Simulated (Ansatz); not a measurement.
A nudged elastic band was laid between two geometries of BClH2 (4 atoms, charge 0, multiplicity 1).

Level of theory: Ansatz 0.2.0, RKS PBE-D4/def2-SVP.

| Item | Value |
| --- | --- |
| movable images | 7 |
| climbing image | yes |
| spring | 5.0 eV/Å² |
| optimiser | quadratic models (default) |
| start path | through a guess of the saddle point |
| force threshold | 0.03 eV/Å |
| iteration limit | 60 |
| end points | relaxed |

First end point:

```xyz
4
Properties=species:S:1:pos:R:3
B 0.289 0.000 0.167
H 0.249 0.000 1.378
H 1.318 0.000 -0.473
Cl -1.223 0.000 -0.706
```

Last end point:

```xyz
4
Properties=species:S:1:pos:R:3
B -0.365 0.000 -1.209
H 1.677 0.000 1.789
H 1.418 0.000 1.063
Cl -2.097 0.000 -1.277
```

Question: What changes between the two ends?

Answer: Bonds broken: B1–H2, B1–H3. Bonds formed: H2–H3. BClH2 becomes BCl + H2.

Question: What energy profile does the band end with?

Answer: The forces met the threshold. The highest image is number 3 of 0 to 8, 368.4 kJ/mol above the first end and 71.1 kJ/mol above the last; the last end lies 297.4 kJ/mol above the first. Neighbouring images differ by up to 1.9 eV, so the band resolves the path poorly. A vibrational analysis at the climbing image gives one clearly imaginary mode, 1156i cm⁻¹: a first-order saddle point. The orbitals stay closed-shell, which can raise the energy where a bond breaks towards radicals; this wasn't checked here.

```tsv
image	path coordinate (Å)	energy (kJ/mol)	B1–H2 (Å)	B1–H3 (Å)	H2–H3 (Å)
0	0.00	0.0	1.21	1.21	2.14
1	0.43	62.1	1.19	1.19	1.77
2	0.86	247.4	1.33	1.18	1.37
3	1.29	368.4	1.66	1.28	1.04
4	1.76	324.3	2.16	1.68	0.81
5	2.23	303.7	2.70	2.12	0.78
6	2.70	298.3	3.16	2.52	0.77
7	3.17	297.5	3.46	2.76	0.77
8	3.63	297.4	3.63	2.89	0.77
```

Question: What is the geometry of the highest image?

Answer: 
```xyz
4
Properties=species:S:1:pos:R:3
B 0.307 0.000 -0.556
H 0.523 0.000 1.085
H 1.230 0.000 0.329
Cl -1.428 0.000 -0.493
```

The band took 15 iterations and about 60 core-seconds.

The run took 60 s on 1 thread of Arm Neoverse V1, on a shared host, peak memory 0.088 GiB.
